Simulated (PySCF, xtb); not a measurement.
## Relative energy of two isomers of CH4NSi+

We compare a, `C#[N+][SiH3]`, a singlet, with b, `C1[NH2+][Si]1`, a singlet. Both are isolated ions in the gas phase, relaxed with PBE0-D3(BJ)/def2-SVP.

Problem. Estimate E(b) − E(a) at the level CCSD(T)/def2-TZVP.

Solution. Calculated at CCSD(T)/def2-TZVP: E(b) − E(a) = +51.4 kJ/mol, so structure a lies lower.

Level by level:

```csv
level,geometry,E(b) − E(a) (kJ/mol),departure from the last row (kJ/mol),"job, with rough time for the two"
GFN2-xTB,GFN2-xTB,+34.3,−17.1,"optimisation, 0.092 s"
HF/STO-3G,GFN2-xTB,−26.2,−77.6,"single point, 1.6 s"
r2SCAN-D4/def2-SVP,GFN2-xTB,+19.0,−32.4,"single point, 9 s"
PBE0-D3(BJ)/def2-SVP,PBE0-D3(BJ)/def2-SVP,+0.3,−51.1,"optimisation, 35 s"
HF/def2-TZVP,PBE0-D3(BJ)/def2-SVP,+82.6,+31.2,part of the CCSD(T) run
MP2/def2-TZVP,PBE0-D3(BJ)/def2-SVP,+61.2,+9.7,part of the CCSD(T) run
CCSD(T)/def2-TZVP,PBE0-D3(BJ)/def2-SVP,+51.4,,"single point, 76 s"
```

As drawn, b has 1 C–N, 1 C–Si, 1 C–H, 2 N–H in place of 1 C≡N, 3 Si–H. Structure a has no ring, b a 3-membered ring.

HF/STO-3G puts the two in the other order. PBE0-D3(BJ)/def2-SVP finds them nearly level. The largest departure from CCSD(T)/def2-TZVP is that of HF/STO-3G, 77.6 kJ/mol.

With thermal terms from frequencies at re-optimised GFN2-xTB minima (ideal gas, soft modes damped towards free rotors, one conformer each, 298.15 K, 1 atm): on the last row, ΔE + ΔZPE = +81.6, ΔH = +77.9, ΔG = +81.6 kJ/mol.

The correlated steps freeze 7 core orbitals. Codes used: PySCF 2.14.0, xtb 6.7.1; the last row on 2 threads of Arm Neoverse V1 on a shared host.
